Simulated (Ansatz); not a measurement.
**CH3B (triplet): RPA-PBE over a scan of the distance B1–C2, cc-pVDZ**

Aim: run CH3B (triplet) with these functionals over a scan of the distance B1–C2, and hold them against the top wave-function level at the same points.

Computed with Ansatz 0.2.0, Gaussian basis. Level: cc-pVDZ, all electrons in the functionals, frozen cores in the correlation of double hybrids and RPA.

To be run: RPA-PBE, at 1.217 Å; 1.358 Å; 1.511 Å; 1.692 Å; 1.853 Å; 2.125 Å; 2.404 Å; 2.775 Å; 3.252 Å; 4.115 Å; 5.174 Å.

21 further runs of the same task are left out: 18 that didn't finish, 3 set aside as unsound or not needed.

## (1) The system

The geometry derives from a PBE0/def2-TZVP stationary point (not a proven minimum). One bond is set to the value named and the two fragments are kept rigid.

5 atoms, charge 0, spin multiplicity 3.

Atoms are counted from 1 here; the program's logs count them from 0.

Bond lengths: B1–C2 1.511 Å, B1–H3 1.194 Å, C2–H4 1.092 Å, C2–H5 1.087 Å. Angles: C2–B1–H3 128.3°, B1–C2–H4 123.5°, B1–C2–H5 123.0°, H4–C2–H5 113.6°.

No dispersion term is added.

The geometry shown and the zero of energy belong to the point 1.511 Å. The yardstick, UCCSDT(Q), and other wave-function levels (R restricted, U unrestricted, valence and pair active spaces) come from earlier runs.

## (2) RPA-PBE, 1.217 Å

Contents of in.yaml:

```yaml
crystal:
  periodic: [false, false, false]
  atoms:
    - {symbol: B, position_ang: [0.000000, -0.141833, 0.664211]}
    - {symbol: C, position_ang: [0.000000, 0.048026, -0.537888]}
    - {symbol: H, position_ang: [0.000000, 0.668675, 1.540481]}
    - {symbol: H, position_ang: [0.000000, 1.041325, -0.990574]}
    - {symbol: H, position_ang: [0.000000, -0.761002, -1.264598]}
basis:
  gaussian: {orbitals: cc-pVDZ}
magnetization: {spin_polarized: true, initial_magnetization: 2}
hamiltonian: {xc: {name: PBE}}
correlation: {method: rpa, electrons: outside_noble_gas}
```

On the command line:

```
$ ansatz run in.yaml --threads 1 --pin off --events-out ev --progress --plain --max-ram 2393MiB
```

What it wrote:

```text
Functional definition: PBE
  name "PBE"
  cite "Perdew, Burke & Ernzerhof, Phys. Rev. Lett. 77, 3865 (1996) doi:10.1103/PhysRevLett.77.3865"
  parent pbe
  parameter kappa = 0.804
  parameter beta = 0.06672455060314922
  exchange = pbe_x(kappa = kappa, mu = beta*pi^2/3)
  correlation = pbe_c(beta = beta)
392 factors; integrals over basis functions are off by at most 1.2e-3 eV
mean field evaluation 1: about -1747.8724 eV, gradient 2.9e1 eV
mean field evaluation 2: about -1747.8673 eV, gradient 2.9e1 eV
mean field evaluation 4: about -1752.7585 eV, gradient 2.2e0 eV
mean field evaluation 8: about -1752.7886 eV, gradient 2.8e-2 eV
mean field evaluation 16: about -1752.7886 eV, gradient 1.4e-6 eV
mean field -1752.78861671 eV, -64.4137935814 hartree, gradient 1.4e-6 eV, S^2 2.002511; 0 other end points of the search recorded, 0 dependent functions left out
2 core orbitals not correlated: weight in the atoms' cores, before any rotation towards them, 1.000 or more for the frozen orbitals, at most 0.000 for the correlated occupied ones
reference -1743.90269330 eV, -64.0872419191 hartree; 6, 4 occupied and 35, 37 virtual orbitals, 392 factors
Total energy: -1753.08135002 eV, -64.4245513321 hartree
```

Run time: 0.84 s. Hardware: 1 thread of Arm Neoverse V2, shared host.

From the report: ⟨S²⟩ of the determinant 2.003 (pure triplet: 2.00).

## (3) RPA-PBE, 1.358 Å

Contents of in.yaml:

```yaml
crystal:
  periodic: [false, false, false]
  atoms:
    - {symbol: B, position_ang: [0.000000, -0.153771, 0.739796]}
    - {symbol: C, position_ang: [0.000000, 0.058085, -0.601577]}
    - {symbol: H, position_ang: [0.000000, 0.656737, 1.616066]}
    - {symbol: H, position_ang: [0.000000, 1.051384, -1.054263]}
    - {symbol: H, position_ang: [0.000000, -0.750943, -1.328287]}
basis:
  gaussian: {orbitals: cc-pVDZ}
magnetization: {spin_polarized: true, initial_magnetization: 2}
hamiltonian: {xc: {name: PBE}}
correlation: {method: rpa, electrons: outside_noble_gas}
```

Same command.

What it wrote, cut to the lines that bear on the results:

```text
Functional definition: PBE
  name "PBE"
  cite "Perdew, Burke & Ernzerhof, Phys. Rev. Lett. 77, 3865 (1996) doi:10.1103/PhysRevLett.77.3865"
  parent pbe
[...]
392 factors; integrals over basis functions are off by at most 1.3e-3 eV
[...]
mean field -1754.67377309 eV, -64.4830718003 hartree, gradient 1.7e-6 eV, S^2 2.002603; 0 other end points of the search recorded, 0 dependent functions left out
2 core orbitals not correlated: weight in the atoms' cores, before any rotation towards them, 1.000 or more for the frozen orbitals, at most 0.000 for the correlated occupied ones
reference -1745.89093679 eV, -64.1603085196 hartree; 6, 4 occupied and 35, 37 virtual orbitals, 392 factors
Total energy: -1755.15583179 eV, -64.5007871311 hartree
```

It took 0.87 s on 1 thread of Arm Neoverse V2, shared host.

From the report: ⟨S²⟩ of the determinant 2.003 (pure triplet: 2.00).

## (4) RPA-PBE, 1.511 Å

Contents of in.yaml:

```yaml
crystal:
  periodic: [false, false, false]
  atoms:
    - {symbol: B, position_ang: [0.000000, -0.166725, 0.821814]}
    - {symbol: C, position_ang: [0.000000, 0.069000, -0.670687]}
    - {symbol: H, position_ang: [0.000000, 0.643783, 1.698084]}
    - {symbol: H, position_ang: [0.000000, 1.062299, -1.123373]}
    - {symbol: H, position_ang: [0.000000, -0.740028, -1.397397]}
basis:
  gaussian: {orbitals: cc-pVDZ}
magnetization: {spin_polarized: true, initial_magnetization: 2}
hamiltonian: {xc: {name: PBE}}
correlation: {method: rpa, electrons: outside_noble_gas}
```

Same command.

What it wrote, cut to the lines that bear on the results:

```text
Functional definition: PBE
  name "PBE"
  cite "Perdew, Burke & Ernzerhof, Phys. Rev. Lett. 77, 3865 (1996) doi:10.1103/PhysRevLett.77.3865"
  parent pbe
[...]
393 factors; integrals over basis functions are off by at most 1.1e-3 eV
[...]
mean field -1755.21750042 eV, -64.5030534113 hartree, gradient 1.6e-6 eV, S^2 2.002777; 0 other end points of the search recorded, 0 dependent functions left out
2 core orbitals not correlated: weight in the atoms' cores, before any rotation towards them, 1.000 or more for the frozen orbitals, at most 0.000 for the correlated occupied ones
reference -1746.45000602 eV, -64.1808539351 hartree; 6, 4 occupied and 35, 37 virtual orbitals, 393 factors
Total energy: -1755.82522745 eV, -64.5253869678 hartree
```

It took 0.87 s on 1 thread of Arm Neoverse V2, shared host.

From the report: ⟨S²⟩ of the determinant 2.003 (pure triplet: 2.00).

## (5) RPA-PBE, 1.692 Å

Contents of in.yaml:

```yaml
crystal:
  periodic: [false, false, false]
  atoms:
    - {symbol: B, position_ang: [0.000000, -0.182049, 0.918841]}
    - {symbol: C, position_ang: [0.000000, 0.081913, -0.752442]}
    - {symbol: H, position_ang: [0.000000, 0.628459, 1.795111]}
    - {symbol: H, position_ang: [0.000000, 1.075212, -1.205128]}
    - {symbol: H, position_ang: [0.000000, -0.727115, -1.479152]}
basis:
  gaussian: {orbitals: cc-pVDZ}
magnetization: {spin_polarized: true, initial_magnetization: 2}
hamiltonian: {xc: {name: PBE}}
correlation: {method: rpa, electrons: outside_noble_gas}
```

Launched as before.

What it wrote, cut to the lines that bear on the results:

```text
Functional definition: PBE
  name "PBE"
  cite "Perdew, Burke & Ernzerhof, Phys. Rev. Lett. 77, 3865 (1996) doi:10.1103/PhysRevLett.77.3865"
  parent pbe
[...]
394 factors; integrals over basis functions are off by at most 1.2e-3 eV
[...]
mean field -1754.91394158 eV, -64.4918978296 hartree, gradient 1.5e-6 eV, S^2 2.002992; 0 other end points of the search recorded, 0 dependent functions left out
2 core orbitals not correlated: weight in the atoms' cores, before any rotation towards them, 1.000 or more for the frozen orbitals, at most 0.000 for the correlated occupied ones
reference -1746.08054070 eV, -64.1672763348 hartree; 6, 4 occupied and 35, 37 virtual orbitals, 394 factors
Total energy: -1755.60365726 eV, -64.5172444135 hartree
```

Run time: 0.81 s. Hardware: 1 thread of Arm Neoverse V2, shared host.

From the report: ⟨S²⟩ of the determinant 2.003 (pure triplet: 2.00).

From 1.511 Å: +5.1 kcal/mol.

## (6) RPA-PBE, 1.853 Å

Contents of in.yaml:

```yaml
crystal:
  periodic: [false, false, false]
  atoms:
    - {symbol: B, position_ang: [0.000000, -0.195680, 1.005147]}
    - {symbol: C, position_ang: [0.000000, 0.093398, -0.825165]}
    - {symbol: H, position_ang: [0.000000, 0.614828, 1.881417]}
    - {symbol: H, position_ang: [0.000000, 1.086697, -1.277851]}
    - {symbol: H, position_ang: [0.000000, -0.715630, -1.551875]}
basis:
  gaussian: {orbitals: cc-pVDZ}
magnetization: {spin_polarized: true, initial_magnetization: 2}
hamiltonian: {xc: {name: PBE}}
correlation: {method: rpa, electrons: outside_noble_gas}
```

Launched as before.

What it wrote, cut to the lines that bear on the results:

```text
Functional definition: PBE
  name "PBE"
  cite "Perdew, Burke & Ernzerhof, Phys. Rev. Lett. 77, 3865 (1996) doi:10.1103/PhysRevLett.77.3865"
  parent pbe
[...]
394 factors; integrals over basis functions are off by at most 1.2e-3 eV
[...]
mean field -1754.28884016 eV, -64.4689257763 hartree, gradient 4.5e-6 eV, S^2 2.003211; 0 other end points of the search recorded, 0 dependent functions left out
2 core orbitals not correlated: weight in the atoms' cores, before any rotation towards them, 1.000 or more for the frozen orbitals, at most 0.000 for the correlated occupied ones
reference -1745.35032249 eV, -64.1404413107 hartree; 6, 4 occupied and 35, 37 virtual orbitals, 394 factors
Total energy: -1755.01686397 eV, -64.4956801578 hartree
```

It took 0.84 s on 1 thread of Arm Neoverse V2, shared host.

From the report: ⟨S²⟩ of the determinant 2.003 (pure triplet: 2.00).

From 1.511 Å: +18.6 kcal/mol.

## (7) RPA-PBE, 2.125 Å

Contents of in.yaml:

```yaml
crystal:
  periodic: [false, false, false]
  atoms:
    - {symbol: B, position_ang: [0.000000, -0.218710, 1.150956]}
    - {symbol: C, position_ang: [0.000000, 0.112803, -0.948025]}
    - {symbol: H, position_ang: [0.000000, 0.591798, 2.027226]}
    - {symbol: H, position_ang: [0.000000, 1.106102, -1.400711]}
    - {symbol: H, position_ang: [0.000000, -0.696225, -1.674735]}
basis:
  gaussian: {orbitals: cc-pVDZ}
magnetization: {spin_polarized: true, initial_magnetization: 2}
hamiltonian: {xc: {name: PBE}}
correlation: {method: rpa, electrons: outside_noble_gas}
```

Launched as before.

What it wrote, cut to the lines that bear on the results:

```text
Functional definition: PBE
  name "PBE"
  cite "Perdew, Burke & Ernzerhof, Phys. Rev. Lett. 77, 3865 (1996) doi:10.1103/PhysRevLett.77.3865"
  parent pbe
[...]
395 factors; integrals over basis functions are off by at most 1.3e-3 eV
[...]
mean field -1753.07415053 eV, -64.4242867557 hartree, gradient 4.2e-6 eV, S^2 2.004406; 0 other end points of the search recorded, 0 dependent functions left out
2 core orbitals not correlated: weight in the atoms' cores, before any rotation towards them, 1.000 or more for the frozen orbitals, at most 0.000 for the correlated occupied ones
reference -1743.91369747 eV, -64.0876463149 hartree; 6, 4 occupied and 35, 37 virtual orbitals, 395 factors
Total energy: -1753.83947160 eV, -64.4524117861 hartree
```

It took 1.1 s on 1 thread of Arm Neoverse V2, shared host.

From the report: ⟨S²⟩ of the determinant 2.004 (pure triplet: 2.00).

From 1.511 Å: +45.8 kcal/mol.

## (8) RPA-PBE, 2.404 Å

Contents of in.yaml:

```yaml
crystal:
  periodic: [false, false, false]
  atoms:
    - {symbol: B, position_ang: [0.000000, -0.242331, 1.300518]}
    - {symbol: C, position_ang: [0.000000, 0.132707, -1.074048]}
    - {symbol: H, position_ang: [0.000000, 0.568177, 2.176788]}
    - {symbol: H, position_ang: [0.000000, 1.126006, -1.526734]}
    - {symbol: H, position_ang: [0.000000, -0.676321, -1.800758]}
basis:
  gaussian: {orbitals: cc-pVDZ}
magnetization: {spin_polarized: true, initial_magnetization: 2}
hamiltonian: {xc: {name: PBE}}
correlation: {method: rpa, electrons: outside_noble_gas}
```

Same command.

What it wrote, cut to the lines that bear on the results:

```text
Functional definition: PBE
  name "PBE"
  cite "Perdew, Burke & Ernzerhof, Phys. Rev. Lett. 77, 3865 (1996) doi:10.1103/PhysRevLett.77.3865"
  parent pbe
[...]
395 factors; integrals over basis functions are off by at most 1.4e-3 eV
[...]
mean field -1751.96583391 eV, -64.3835568711 hartree, gradient 3.5e-6 eV, S^2 2.012878; 1 other end points of the search recorded, 0 dependent functions left out
2 core orbitals not correlated: weight in the atoms' cores, before any rotation towards them, 1.000 or more for the frozen orbitals, at most 0.000 for the correlated occupied ones
reference -1742.61730437 eV, -64.0400047473 hartree; 6, 4 occupied and 35, 37 virtual orbitals, 395 factors
Total energy: -1752.77825488 eV, -64.4134127909 hartree
```

Run time: 1.6 s. Hardware: 1 thread of Arm Neoverse V2, shared host.

From the report: ⟨S²⟩ of the determinant 2.013 (pure triplet: 2.00).

From 1.511 Å: +70.3 kcal/mol.

## (9) RPA-PBE, 2.775 Å

Contents of in.yaml:

```yaml
crystal:
  periodic: [false, false, false]
  atoms:
    - {symbol: B, position_ang: [0.000000, -0.273742, 1.499398]}
    - {symbol: C, position_ang: [0.000000, 0.159174, -1.241626]}
    - {symbol: H, position_ang: [0.000000, 0.536766, 2.375668]}
    - {symbol: H, position_ang: [0.000000, 1.152473, -1.694312]}
    - {symbol: H, position_ang: [0.000000, -0.649854, -1.968336]}
basis:
  gaussian: {orbitals: cc-pVDZ}
magnetization: {spin_polarized: true, initial_magnetization: 2}
hamiltonian: {xc: {name: PBE}}
correlation: {method: rpa, electrons: outside_noble_gas}
```

Same command.

What it wrote, cut to the lines that bear on the results:

```text
Functional definition: PBE
  name "PBE"
  cite "Perdew, Burke & Ernzerhof, Phys. Rev. Lett. 77, 3865 (1996) doi:10.1103/PhysRevLett.77.3865"
  parent pbe
[...]
395 factors; integrals over basis functions are off by at most 1.4e-3 eV
[...]
mean field -1750.92885737 eV, -64.3454486861 hartree, gradient 4.0e-6 eV, S^2 2.092200; 6 other end points of the search recorded, 0 dependent functions left out
2 core orbitals not correlated: weight in the atoms' cores, before any rotation towards them, 1.000 or more for the frozen orbitals, at most 0.000 for the correlated occupied ones
reference -1741.91409977 eV, -64.0141624548 hartree; 6, 4 occupied and 35, 37 virtual orbitals, 395 factors
Total energy: -1751.85773680 eV, -64.3795843757 hartree
```

It took 3.4 s on 1 thread of Arm Neoverse V2, shared host.

From the report: ⟨S²⟩ of the determinant 2.092 (pure triplet: 2.00).

From 1.511 Å: +91.5 kcal/mol.

## (10) RPA-PBE, 3.252 Å

Contents of in.yaml:

```yaml
crystal:
  periodic: [false, false, false]
  atoms:
    - {symbol: B, position_ang: [0.000000, -0.314128, 1.755100]}
    - {symbol: C, position_ang: [0.000000, 0.193203, -1.457083]}
    - {symbol: H, position_ang: [0.000000, 0.496380, 2.631370]}
    - {symbol: H, position_ang: [0.000000, 1.186502, -1.909769]}
    - {symbol: H, position_ang: [0.000000, -0.615825, -2.183793]}
basis:
  gaussian: {orbitals: cc-pVDZ}
magnetization: {spin_polarized: true, initial_magnetization: 2}
hamiltonian: {xc: {name: PBE}}
correlation: {method: rpa, electrons: outside_noble_gas}
```

Same command.

What it wrote, cut to the lines that bear on the results:

```text
Functional definition: PBE
  name "PBE"
  cite "Perdew, Burke & Ernzerhof, Phys. Rev. Lett. 77, 3865 (1996) doi:10.1103/PhysRevLett.77.3865"
  parent pbe
[...]
397 factors; integrals over basis functions are off by at most 1.3e-3 eV
[...]
mean field -1750.35082573 eV, -64.3242064153 hartree, gradient 2.1e-6 eV, S^2 2.211305; 2 other end points of the search recorded, 0 dependent functions left out
2 core orbitals not correlated: weight in the atoms' cores, before any rotation towards them, 1.000 or more for the frozen orbitals, at most 0.000 for the correlated occupied ones
reference -1742.29641682 eV, -64.0282123472 hartree; 6, 4 occupied and 35, 37 virtual orbitals, 397 factors
Total energy: -1751.52750010 eV, -64.3674484007 hartree
```

It took 1.8 s on 1 thread of Arm Neoverse V2, shared host.

From the report: ⟨S²⟩ of the determinant 2.211 (pure triplet: 2.00).

From 1.511 Å: +99.1 kcal/mol.

## (11) RPA-PBE, 4.115 Å

Contents of in.yaml:

```yaml
crystal:
  periodic: [false, false, false]
  atoms:
    - {symbol: B, position_ang: [0.000000, -0.387194, 2.217723]}
    - {symbol: C, position_ang: [0.000000, 0.254770, -1.846894]}
    - {symbol: H, position_ang: [0.000000, 0.423314, 3.093993]}
    - {symbol: H, position_ang: [0.000000, 1.248069, -2.299580]}
    - {symbol: H, position_ang: [0.000000, -0.554258, -2.573604]}
basis:
  gaussian: {orbitals: cc-pVDZ}
magnetization: {spin_polarized: true, initial_magnetization: 2}
hamiltonian: {xc: {name: PBE}}
correlation: {method: rpa, electrons: outside_noble_gas}
```

Same command.

What it wrote, cut to the lines that bear on the results:

```text
Functional definition: PBE
  name "PBE"
  cite "Perdew, Burke & Ernzerhof, Phys. Rev. Lett. 77, 3865 (1996) doi:10.1103/PhysRevLett.77.3865"
  parent pbe
[...]
397 factors; integrals over basis functions are off by at most 1.3e-3 eV
[...]
mean field -1750.12361210 eV, -64.3158564684 hartree, gradient 2.5e-6 eV, S^2 2.214961; 4 other end points of the search recorded, 0 dependent functions left out
2 core orbitals not correlated: weight in the atoms' cores, before any rotation towards them, 1.000 or more for the frozen orbitals, at most 0.000 for the correlated occupied ones
reference -1742.59933665 eV, -64.0393444457 hartree; 6, 4 occupied and 35, 37 virtual orbitals, 397 factors
Total energy: -1751.58753437 eV, -64.3696546194 hartree
```

Run time: 4.1 s. Hardware: 1 thread of Arm Neoverse V2, shared host.

From the report: ⟨S²⟩ of the determinant 2.215 (pure triplet: 2.00).

From 1.511 Å: +97.7 kcal/mol.

## (12) RPA-PBE, 5.174 Å

Contents of in.yaml:

```yaml
crystal:
  periodic: [false, false, false]
  atoms:
    - {symbol: B, position_ang: [0.000000, -0.476855, 2.785414]}
    - {symbol: C, position_ang: [0.000000, 0.330319, -2.325236]}
    - {symbol: H, position_ang: [0.000000, 0.333653, 3.661684]}
    - {symbol: H, position_ang: [0.000000, 1.323618, -2.777922]}
    - {symbol: H, position_ang: [0.000000, -0.478709, -3.051946]}
basis:
  gaussian: {orbitals: cc-pVDZ}
magnetization: {spin_polarized: true, initial_magnetization: 2}
hamiltonian: {xc: {name: PBE}}
correlation: {method: rpa, electrons: outside_noble_gas}
```

Launched as before.

What it wrote, cut to the lines that bear on the results:

```text
Functional definition: PBE
  name "PBE"
  cite "Perdew, Burke & Ernzerhof, Phys. Rev. Lett. 77, 3865 (1996) doi:10.1103/PhysRevLett.77.3865"
  parent pbe
[...]
397 factors; integrals over basis functions are off by at most 1.3e-3 eV
[...]
mean field -1750.09015737 eV, -64.3146270297 hartree, gradient 2.9e-6 eV, S^2 2.209063; 6 other end points of the search recorded, 0 dependent functions left out
2 core orbitals not correlated: weight in the atoms' cores, before any rotation towards them, 1.000 or more for the frozen orbitals, at most 0.000 for the correlated occupied ones
reference -1742.66129283 eV, -64.0416212932 hartree; 6, 4 occupied and 35, 37 virtual orbitals, 397 factors
Total energy: -1751.63117221 eV, -64.3712582806 hartree
```

Wall time 7.5 s (1 thread of Arm Neoverse V2, shared host).

From the report: ⟨S²⟩ of the determinant 2.209 (pure triplet: 2.00).

From 1.511 Å: +96.7 kcal/mol.

## (13) Against the wave-function levels

The yardstick is UCCSDT(Q), where the cluster series has nearly closed. It comes from earlier runs at the same points. Energies in kcal/mol, counted from 1.511 Å; blanks weren't run or aren't comparable.

```
    level  1.217 Å  1.358 Å  1.511 Å  1.692 Å  1.853 Å  2.125 Å  2.404 Å  2.775 Å  3.252 Å  4.115 Å  5.174 Å
UCCSDT(Q)     61.3     14.5      0.0      6.0     20.2     47.9     72.3              98.0     98.4     98.4
  RPA-PBE     63.3     15.4      0.0      5.1     18.6     45.8     70.3     91.5     99.1     97.7     96.7
```

Largest miss and mean time a point (UCCSDT(Q) took 27 s a point; shared hosts):

```
  level  largest miss (kcal/mol)    where  time a point
RPA-PBE                     -2.1  2.125 Å         2.2 s
```

## (14) Summary of results

| quantity | value |
| --- | --- |
| span of the UCCSDT(Q) curve (points where it is known) | 98.4 kcal/mol |
| largest miss, RPA-PBE | -2.1 kcal/mol (2.125 Å) |

**Reading.** Misses are known at 9 of 10 points at best, and only functionals with that many are ranked. RPA-PBE strays by up to 2.1 kcal/mol, at 2.125 Å. Functionals and the yardstick converge differently with the basis, so part of each miss in cc-pVDZ is the basis.
